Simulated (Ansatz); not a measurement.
**SiAs⁺, quintet: the ladder up to full CI**

Geometry: that of the SiAs⁺, triplet, kept fixed. The singlet lies 0.9 eV lower here.

```xyz
2

Si    0.0000    0.0000    0.0000
As    0.0000    0.0000    2.3242
```

Basis cc-pVDZ; Ansatz 0.2.0. Correlated methods freeze the noble-gas cores and the filled d shells of p-block atoms, which leaves 8 electrons in 26 orbitals. R marks a restricted (for open shells ROHF) determinant, U an unrestricted one. Active spaces: valence = (8e, 8o) chosen from the atoms' valence shells. No spin–orbit coupling is included, and no scalar relativity.

Full CI is exact within this basis and frozen core; it isn't the basis-set limit. The frozen core follows each run's orbitals, which can shift R against U totals by a few meV for light atoms and by up to 0.1 eV past Ca.

For open shells CISD and CISDTQ are restricted-active-space CI with the open shells as a complete middle space.

```
UHF ⟨S²⟩                          : 6.020
T1 diagnostic (RCCSD)             : 0.0250
largest doubles amplitude (RCCSD) : 0.084
```

| level | E − E(RHF) (eV) |
| --- | --- |
| RMP2 | -3.0379 |
| RCCSD | -3.8199 |
| RCCSD(T) | -3.9428 |

Problem. Estimate how far full CI in cc-pVDZ lies from RCCSD(T). The table doesn't fix it; the size of (T) and the diagnostics are the guide.

Solution. Full CI in cc-pVDZ lies 1.45 mEh below RCCSD(T), which is 32 % of the (T) step (-4.52 mEh). The diagnostics give no warning, yet the rest is a sizeable part of (T).

The other levels:

```tsv
level	E − E(full CI) (mEh)	share of correlation (%)	wall time
CISD	10.61	92.75	1.8 s
BCCD(T)	1.47	99.00	1.9 s
RCCSDT	0.33	99.78	–
CISDTQ	0.19	99.87	11 s (H100)
RCCSDT(Q)	0.05	99.97	5.5 s
RCCSDTQ	0.01	100.00	9 s (H100)
CASSCF (valence space)	108.63	25.77	–
NEVPT2 (valence space)	24.84	83.03	2.9 s
MRCISD (valence space)	6.90	95.28	–
MRCISD+Q (valence space)	-0.74	100.51	3.2 s
```

The correlation energy at full CI, counted from RHF, is -3.982 eV. That run took 20 s on 2 threads of AMD EPYC 7R13 with a shared H100 80 GB, shared host over 18,705,764 determinants.

Run but not shown, since their state, orbitals or frozen core can't be matched to the reference's or they repeat it: UHF, UMP2, UCCSD, UCCSD(T), UCCSDT, UCCSDT(Q), UCCSDTQ.

Times hold each run's SCF and search for its determinant on a shared host, so for small cases they say little of a method's own cost; rows without a card ran on 1 thread of AMD EPYC 7R13.

Not variational, and here over 5 meV under the exact energy: MRCISD+Q (valence space).

The full-CI state has the irrep B2 of C2v, in the program's axes (one component, if the state is degenerate).

Natural occupations of full CI about the gap: 1.953 1.902 0.996 0.993 0.981 0.980 0.051 0.037 0.017 0.012; effectively unpaired electrons, Σ n²(2−n)², 4.06.
